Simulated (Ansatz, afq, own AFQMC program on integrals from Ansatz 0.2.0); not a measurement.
InO$_{2}$, quartet in def2-SVP, levels against AFQMC with the constraint released

```yaml
atoms:
  - { symbol: In, position_ang: [0.0000, -0.2936, 0.0678] }
  - { symbol: O, position_ang: [0.0000, 1.2611, -2.2645] }
  - { symbol: O, position_ang: [0.0000, 0.8460, 1.7776] }
```

Connectivity, by distances: O ··· In–O.

Basis def2-SVP with its core potentials. Only valence electrons are correlated. Integrals, coupled cluster, full CI and functionals: Ansatz 0.2.0; the random walks run on the same integrals in our own AFQMC program. The CISD trial takes its coefficients from CCSD amplitudes. Released means that phaseless walkers are propagated on without the constraint, phases kept. Error bars are statistical, one sigma. No spin–orbit coupling.

Determinant: UHF, the one that the program's search chose, which needn't be the lowest solution. The geometry is a point of a scan.

No full CI on the walks' own integrals is used here. The released AFQMC energy serves as the reference, which it does only where one determinant dominates, the energy is flat over the last release times and near the phaseless one (40 meV or 2 meV an electron, half that with transition metals). On small molecules, where full CI could be run and the noise was under 10 meV, such values lay within 10 meV of it in 19 cases of 20, a flattering rate, since the rule was set on those same cases; what remains of the bias isn't in the error bar.

Cautions: no spin-orbit coupling; inner d shell frozen; lower spins were not checked; unrestricted determinant slightly spin contaminated (⟨S²⟩ 3.83 against 3.75); the released value is read at 1.50 1/Eh with a noise of 11 meV, more than in the cases checked (meV from the phaseless value at times in 1/Eh: -17 ± 5 at 0.24, -28 ± 6 at 0.51, -49 ± 9 at 0.99, -34 ± 11 at 1.50).

The T1 diagnostic is 0.0350 and the weight of the determinant in the CISD state is 0.849. The ⟨S²⟩ of the determinant is 3.826 and the size of the correlated space is 15 electrons in 43 orbitals.

Reference: AFQMC with the constraint released, correlation energy -9.013 ± 0.011 eV.

| level | E − E(reference) (mEh) | share of correlation (%) |
| --- | --- | --- |
| HF | 331.21 ± 0.39 | 0.00 |
| MP2 | 46.47 ± 0.39 | 85.97 |
| CCSD | 7.96 ± 0.39 | 97.60 |
| CCSD(T) | 1.57 ± 0.39 | 99.53 |
| ph-AFQMC/CISD | 1.24 ± 0.44 | 99.63 |

A walk keeps the symmetry of its determinant, which the program's search chose and which needn't be the lowest solution, so a lower state of the same spin and another symmetry isn't excluded. Released energies are given only where the last usable release times agree within the noise; a slower fall can still hide under it.
